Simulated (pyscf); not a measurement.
Thermochemistry of product channels of HO–SiH₃ (SMILES O[SiH3]) + HO–SiH₃ (SMILES O[SiH3]) on the singlet surface, in kcal/mol, from ωB97M-D3(BJ)/def2-TZVP energies (ideal gas, 1 atm, RRHO with modes under 100 cm⁻¹ raised to 100, one conformer, R ln 2 for chiral ones without a mode under 150 cm⁻¹). Structures and frequencies: ωB97X-D3(BJ)/def2-SVP in PySCF.

| products | ΔE | ΔH(298 K) | ΔG(600 K) | ΔG(1200 K) |
|---|---|---|---|---|
| HO–SiH₂–SiH₂–OH (SMILES O[SiH2][SiH2]O) + H₂ (SMILES [H][H]) | +9.3 | +7.7 | +13.4 | +16.7 |
| HO–SiH₂–O–SiH₃ (SMILES O[SiH2]O[SiH3]) + H₂ (SMILES [H][H]) | [?] | -28.8 | -23.1 | -19.2 |

Fill in the missing entries.


- HO–SiH₂–O–SiH₃ (SMILES O[SiH2]O[SiH3]) + H₂ (SMILES [H][H]), ΔE: -26.7

These are energies of the channels, which say nothing of barriers.
